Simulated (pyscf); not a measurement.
**Four-centre exchange: O=Ta(=O)–Cl (SMILES [O]=[Ta](=[O])[Cl]) + HCl (SMILES Cl) → O=Ta(=O)–Cl (SMILES [O]=[Ta](=[O])[Cl]) + HCl (SMILES Cl)**

Gas phase, singlet surface, charge 0. Bonds broken: Ta2–Cl4, Cl5–H6. Bonds formed: Ta2–Cl5, Cl4–H6. PySCF, gas phase, ωB97X-D3(BJ)/def2-SVP geometries.

Transition state (Å):

```xyz
6

O      1.3855     1.7363    -0.1635
Ta     0.7670     0.2013     0.3167
O      1.6796    -0.3436     1.6728
Cl    -1.7175    -0.0664     0.4017
Cl     0.2625    -1.4603    -1.4822
H     -1.0257    -0.9564    -0.7118
```

One imaginary mode, 667i cm⁻¹; descent along it reached the two sides named, in the forms told below.

```tsv
bond	change	reactant side (Å)	saddle	product side
Ta2–Cl4	breaks	2.351	2.500	2.6
Cl5–H6	breaks	1.296	1.583	3.4
Ta2–Cl5	forms	2.6	2.500	2.352
Cl4–H6	forms	3.5	1.584	1.296
```

Electronic energies relative to the separated reactants (eV):

```json
[
 {"level": "ωB97X-D3(BJ)/def2-TZVP", "barrier": "-0.93", "reaction energy": "0.00", "reverse barrier": "-0.93"},
 {"level": "PBE/def2-TZVP", "barrier": "-0.80", "reaction energy": "0.00", "reverse barrier": "-0.80"},
 {"level": "r²SCAN/def2-TZVP", "barrier": "-0.85", "reaction energy": "0.00", "reverse barrier": "-0.85"},
 {"level": "B3LYP-D3(BJ)/def2-TZVP", "barrier": "-0.75", "reaction energy": "0.00", "reverse barrier": "-0.75"},
 {"level": "PBE0-D3(BJ)/def2-TZVP", "barrier": "-0.83", "reaction energy": "0.00", "reverse barrier": "-0.83"},
 {"level": "M06-2X/def2-TZVP", "barrier": "-0.77", "reaction energy": "0.00", "reverse barrier": "-0.77"},
 {"level": "ωB97M-D3(BJ)/def2-TZVP", "barrier": "-0.69", "reaction energy": "0.00", "reverse barrier": "-0.69"},
 {"level": "HF/def2-TZVP", "barrier": "-0.18", "reaction energy": "0.00", "reverse barrier": "-0.18"}
]
```

With ωB97M-D3(BJ)/def2-TZVP energies and thermal terms (ideal gas, 1 atm, RRHO with modes under 100 cm⁻¹ raised to 100, one conformer, R ln 2 for chiral ones without a mode under 150 cm⁻¹), in eV:

```
T (K)    ΔH‡    ΔG‡    ΔH    ΔG
-----  -----  -----  ----  ----
298    -0.76  -0.30  0.00  0.00
600    -0.76   0.17  0.00  0.00
900    -0.73   0.62  0.00  0.00
1200   -0.71   1.07  0.00  0.00
```

On the reactant side the descent ends in an adduct with a Cl–Ta contact, 1.19 eV under the separated species and 0.25 eV under the saddle at ωB97X-D3(BJ)/def2-TZVP. On the product side the descent ends in an adduct with a Cl–Ta contact, 1.19 eV under the separated species and 0.26 eV under the saddle at ωB97X-D3(BJ)/def2-TZVP. At ωB97X-D3(BJ)/def2-TZVP, PBE, r²SCAN, B3LYP-D3(BJ), PBE0-D3(BJ), M06-2X, ωB97M-D3(BJ)/def2-TZVP, HF the saddle lies under the separated reactants, which points to a path from their complex (located at ωB97X-D3(BJ) alone). At ωB97X-D3(BJ)/def2-TZVP, PBE, r²SCAN, B3LYP-D3(BJ), PBE0-D3(BJ), M06-2X, ωB97M-D3(BJ)/def2-TZVP, HF the saddle lies under the separated products, which points to a path from their complex (located at ωB97X-D3(BJ) alone). What is counted as formed (Cl–Ta) is already present as a longer contact in the reactant adduct; forming that adduct is a step of its own. What is counted as broken (Cl–Ta) persists as a longer contact in the product adduct; parting that adduct is a step of its own. One saddle was located; it need not be the lowest between these sides. Elements past Kr carry the def2 core potentials, without spin-orbit coupling.
